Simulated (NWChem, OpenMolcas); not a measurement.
**How methods differ on SiCl2 (SMILES Cl[Si]Cl)**

SiCl2: 3 atoms, total charge 0, spin state singlet. SMILES: `Cl[Si]Cl`. The shape is that of a PBE0-D4/def2-TZVP optimisation.

```xyz
3

Cl    0.2938    1.6038    0.3380
Si   -0.7701   -0.0104   -0.4220
Cl    0.4763   -1.5934    0.0840
```

Each level gives the dipole moment (D). The values are calculated.

| level | kind | program | value (D) | CPU time |
| --- | --- | --- | --- | --- |
| HF/cc-pVTZ | Hartree–Fock | OpenMolcas | 1.08 | 16 s |
| SVWN5/cc-pVTZ | LDA | NWChem | 0.82 | 99 s |
| BLYP/cc-pVTZ | GGA | OpenMolcas | 0.87 | 28 s |
| M06-L/cc-pVTZ | meta-GGA | OpenMolcas | 0.85 | 34 s |
| r2SCAN/cc-pVTZ | meta-GGA | OpenMolcas | 0.75 | 33 s |
| B3LYP/cc-pVTZ | global hybrid | OpenMolcas | 0.98 | 24 s |
| M06-2X/cc-pVTZ | hybrid meta-GGA | OpenMolcas | 1.14 | 31 s |
| PBE0/cc-pVTZ | global hybrid | OpenMolcas | 0.89 | 26 s |

The values span 0.75 to 1.14 D. Magnitudes only. Times are those of the runs behind each value, whatever else they computed, on shared processors of several kinds: orders of magnitude only.
